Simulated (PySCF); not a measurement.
C4H7NS.
Cartesian coordinates in Å at the GFN2-xTB level; atoms count from 1:
```xyz
13
C4H7NS angstrom
C     -0.914   -1.028   -0.155
C     -0.292    0.130   -0.915
S     -1.517    1.468   -1.198
C      0.940    0.698   -0.199
C      2.000   -0.279   -0.166
N      2.828   -1.066   -0.153
H     -1.795   -1.394   -0.677
H     -1.210   -0.717    0.846
H     -0.196   -1.842   -0.067
H     -0.016   -0.183   -1.925
H     -1.823    1.649    0.087
H      1.303    1.588   -0.720
H      0.686    0.976    0.829
```

Computed at PBE0/pcSseg-1 (PySCF, non-relativistic), with Q(33S) = −0.0678 b, Q(14N) = 0.02044 b: S3, 33S (I = 3/2): χzz = 46.44 MHz, η = 0.634; N6, 14N (I = 1): χzz = -4.686 MHz, η = 0.048.

Problem. Find the zero-field quadrupole resonance frequencies of 33S at S3.

Solution. From ν = (|χ|/2)√(1 + η²/3): ν = 24.73 MHz (thiol sulfur).

Problem. Find the zero-field quadrupole resonance frequencies of 14N at N6.

Solution. From ν± = (3/4)|χ|(1 ± η/3) and ν0 = |χ|η/2: ν+ 3.571 MHz, ν− 3.458 MHz, ν0 0.112 MHz (nitrile nitrogen).

In a crystal, neighbours and librations shift these lines. One conformer (not necessarily the lowest) at the GFN2-xTB geometry, without solvent, vibrations or thermal averaging. GFN2-xTB bond lengths can be off by several hundredths of an ångström, more for odd bonds, and the gradients follow them. A larger basis could move these couplings by a tenth or more.

These values come from a run that also computed NMR shieldings. On an Arm Neoverse V1 with one thread, on a shared host, this took 14 s and 0.70 GiB of memory at its peak.
